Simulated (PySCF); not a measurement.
**Bond curve of Si₂⁺**

Set-up: Si def2-TZVP; no relativity (PySCF 2.14). Energies in eV from Si⁺ + Si in their ground configurations at the same level. State: ⁴Σg⁻ (quartet), unpaired electrons σ ↑, π ↑↑.

All columns are PBE0.

```
R (Å)  E (eV)  HOMO (eV)  LUMO (eV)  Mayer bond order  ⟨S²⟩
1.959  -2.825     -13.40     -10.25              1.93  3.75
2.050  -3.321     -13.41     -10.02              1.89  3.75
2.141  -3.591     -13.38      -9.93              1.84  3.75
2.210  -3.685     -13.17      -9.91              1.81  3.75
2.278  -3.709     -12.97      -9.88              1.79  3.75
2.346  -3.681     -12.78      -9.85              1.76  3.75
2.438  -3.584     -12.55      -9.79              1.73  3.75
2.551  -3.400     -12.30      -9.71              1.69  3.75
2.688  -3.128     -12.03      -9.59              1.65  3.75
2.870  -2.733     -11.72      -9.42              1.60  3.75
```

The state was picked by a PBE0 search and need not be the measured ground state.
